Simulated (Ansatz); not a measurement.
**CH₄Si (triplet): the correlation ladder, cc-pVDZ**

The task here is to estimate one member of a computed series from the others.

Computed with Ansatz 0.2.0, Gaussian basis. Level: cc-pVDZ, core rule «outside noble gas», up to 6 orbitals frozen.

To be run: UHF; CCSD(T) on ROHF; CCSD(T) on UHF; BCCD(T) on ROHF; CISD; CCSDT(Q) on ROHF; CCSDT(Q) on UHF; CASSCF and NEVPT2, 10 electrons in 10 orbitals.

19 further runs of the same task are left out: 7 that didn't finish, 12 set aside as unsound or not needed.

## What is computed

The geometry is a PBE0/def2-TZVP stationary point (not a proven minimum) of the parent state, kept for this charge and spin.

6 atoms, charge 0, spin multiplicity 3.

Atoms are counted from 1 here; the program's logs count them from 0.

Bond lengths: Si1–C2 1.893 Å, Si1–H3 1.531 Å, C2–H4 1.091 Å, C2–H5 1.098 Å, C2–H6 1.098 Å. Angles: C2–Si1–H3 94.2°, Si1–C2–H4 113.8°, Si1–C2–H5 109.6°, Si1–C2–H6 109.6°, H4–C2–H5 109.0°, H4–C2–H6 109.0°, H5–C2–H6 105.5°.

The first run:

in.yaml

```yaml
crystal:
  periodic: [false, false, false]
  atoms:
    - {symbol: Si, position_ang: [0.000000, -0.078870, 0.665530]}
    - {symbol: C, position_ang: [0.000000, 0.038824, -1.223517]}
    - {symbol: H, position_ang: [0.000000, 1.437843, 0.873048]}
    - {symbol: H, position_ang: [0.000000, -0.930054, -1.724242]}
    - {symbol: H, position_ang: [0.873556, 0.613614, -1.556876]}
    - {symbol: H, position_ang: [-0.873557, 0.613614, -1.556876]}
basis:
  gaussian: {orbitals: cc-pVDZ}
magnetization: {spin_polarized: true, initial_magnetization: 2}
hamiltonian: {xc: hf}
output: {orbitals: {seedname: orbitals}}
```

Launch:

```sh
$ ansatz run in.yaml --threads 1 --pin off --events-out ev --progress --plain --max-ram 2393MiB
```

Steps of the session up to this table: UHF; CCSD(T) on ROHF; CCSD(T) on UHF; BCCD(T) on ROHF; CISD; CCSDT(Q) on ROHF; CCSDT(Q) on UHF; CASSCF and NEVPT2, 10 electrons in 10 orbitals.

One of the session's tables, all rows but one given; the rest of the session is left out.

```
   method  from UCCSDT(Q) (meV)
     ROHF               +7085.7
      UHF               +7043.0
     RMP2               +1158.1
     UMP2               +1153.0
     CISD                +744.5
    RCCSD                +220.5
    UCCSD                +219.8
 RCCSD(T)                 +34.9
 UCCSD(T)                 +34.6
  BCCD(T)                 +34.7
   RCCSDT                     ?
   UCCSDT                  +9.4
RCCSDT(Q)                  +0.6
UCCSDT(Q)                     0
```

Estimate the missing values for RCCSDT.

**Answer.** from UCCSDT(Q) (meV): +9.7. In the column «from UCCSDT(Q) (meV)» it lies between UCCSDT (+9.4) and UCCSD(T) (+34.6).

Left out of the table: CASSCF frontier, NEVPT2 frontier (the active space lost an orbital or holds another state than full CI finds).

Caveats from the session: Restricted and unrestricted rows rest on different reference determinants; where their highest levels disagree by more than a few hundredths of an eV, they describe different states and don't form one ladder. Warnings in the runs' records: passed over end.
